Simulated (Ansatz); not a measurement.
# Pulling the pair apart

The pair of OH⁻ (SMILES [OH-], atoms 1–2) and SiH$_{3}$F (SMILES [SiH3]F, atoms 3–7), both closed shells, in one local arrangement (a lower one may exist), relaxed at PBE0-D4/def2-TZVPD:

O1  (-0.138, 0.101, -1.402)
H2  (0.678, 0.570, -1.596)
Si3  (-0.165, -0.126, 0.291)
F4  (1.393, 0.712, 0.363)
H5  (-1.540, -0.856, 0.149)
H6  (-0.724, 0.921, 1.239)
H7  (0.495, -1.321, 0.957)
(Å)

SiH$_{3}$F is shifted rigidly along the line between the mean atom positions of the two fragments (negative: closer). Counterpoise interaction energies in kcal/mol. Computed with Ansatz 0.2.0 (basis: def2-TZVPPD); correlated methods freeze the cores.

```json
{"shift (Å)": "-0.17", "HF": "-121.44", "r2SCAN-D4": "-113.21", "PBE-D4": "-102.53"}
{"shift (Å)": "-0.09", "HF": "-129.13", "r2SCAN-D4": "-121.72", "PBE-D4": "-111.92"}
{"shift (Å)": "0.00", "HF": "-130.52", "r2SCAN-D4": "-124.13", "PBE-D4": "-115.20"}
{"shift (Å)": "0.09", "HF": "-127.86", "r2SCAN-D4": "-122.64", "PBE-D4": "-114.55"}
{"shift (Å)": "0.20", "HF": "-120.19", "r2SCAN-D4": "-116.70", "PBE-D4": "-109.76"}
{"shift (Å)": "0.43", "HF": "-101.12", "r2SCAN-D4": "-100.88", "PBE-D4": "-95.83"}
{"shift (Å)": "0.85", "HF": "-66.66", "r2SCAN-D4": "-71.32", "PBE-D4": "-69.01"}
{"shift (Å)": "1.71", "HF": "-28.77", "r2SCAN-D4": "-37.43", "PBE-D4": "-38.01"}
```

Q: What does CCSD(T) give at these shifts? (An estimate is asked for; the value comes from the calculation.)

A: The calculation gives: -108.21, -117.40, -120.28, -119.08, -113.32, -97.35, -66.85, -30.45 kcal/mol. For zero shift, CCSD(T) at an estimated basis limit (MP2 extrapolated from triple and quadruple zeta, plus CCSD(T) − MP2 in triple zeta) gives -123.72 kcal/mol. These are counterpoise interaction energies, counted from the two frozen fragments.

No T1 diagnostic of these runs exceeds 0.030.

For scale, one of the runs: CCSD(T)/def2-TZVPPD, 196 basis functions (an equivalent command: `ansatz run in.yaml --threads 2`). The run took 63 s on 2 CPU threads (shared host), with 2.3 GiB of host memory at its peak.
